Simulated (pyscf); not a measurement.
A first-order saddle from PySCF, ωB97X-D3(BJ)/def2-SVP:

```xyz
9

Sn    -1.4679    -1.0826    -0.0949
Sn    -0.0845     1.3302    -0.3953
H     -0.4643    -2.3716    -0.5829
H     -2.8815    -1.0433    -1.0475
H     -1.8938    -1.2789     1.5597
H     -0.1720     1.7616     1.2919
H      1.5849     1.2509    -0.7362
H     -0.8759     2.6030    -1.2095
H     -0.4201     0.1526    -2.0139
```
Charge 0, spin multiplicity 2.

Surface: doublet, charge 0. Lowest wavenumbers (cm⁻¹): 312i, 108, 187, 208, 374.

**Question.** Name the species on either side of this saddle.

**Answer.** H₃Sn–SnH₃ + H• ⇌ SnH₃• + SnH₄, a substitution at Sn read from left to right: Sn–Sn broken and H–Sn formed. At ωB97M-D3(BJ)/def2-TZVP it lies +6.1 kJ/mol from the left side and +90.6 kJ/mol from the right (each side as separated species at their lowest minima found). One saddle was located; it need not be the lowest between these sides. The angle at the attacked Sn is 60° (front-side attack). Elements past Kr carry the def2 core potentials, without spin-orbit coupling.
